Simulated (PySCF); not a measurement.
Fill in the blanks.

Compound: [SiH3]- (charge -1).
SMILES: `[SiH3-]`

```tsv
property	level	value
point group	PBE0-D3(BJ)/def2-SVP	C3v
rotational constants A, B, C	PBE0-D3(BJ)/def2-SVP	110.605, 110.477, 98.253 GHz
HOMO energy	KT2/pcSseg-1	?
LUMO energy	KT2/pcSseg-1	?
1H chemical shifts (computed TMS as zero) by class	GIAO KT2/pcSseg-1	1.27 (3 H) ppm
isotropic shieldings of nuclei other than C and H, by class	GIAO KT2/pcSseg-1	?
```

Electronic properties: PySCF, gas phase, density fitting. Isolated species at its PBE0-D3(BJ)/def2-SVP geometry, gas phase. The HOMO energy is positive, so at this level the finite basis confines the outermost electrons. No diffuse functions stand in pcSseg-1, which bears on an anion's orbital energies.

Question: Give the LUMO energy.

Answer: 6.02 eV.

Question: What are the isotropic shieldings of nuclei other than C and H, by class?

Answer: 563 (1 Si) ppm.

Question: What is the HOMO energy?

Answer: 1.42 eV.

The rotational constants are those of an oblate symmetric top; the small spread among constants that symmetry makes equal is optimisation noise. With B = h/(8π²I), that is 505.379 GHz u Å² over I, the principal moments of inertia are 4.57, 4.57 and 5.1 u Å² (most abundant isotopes).
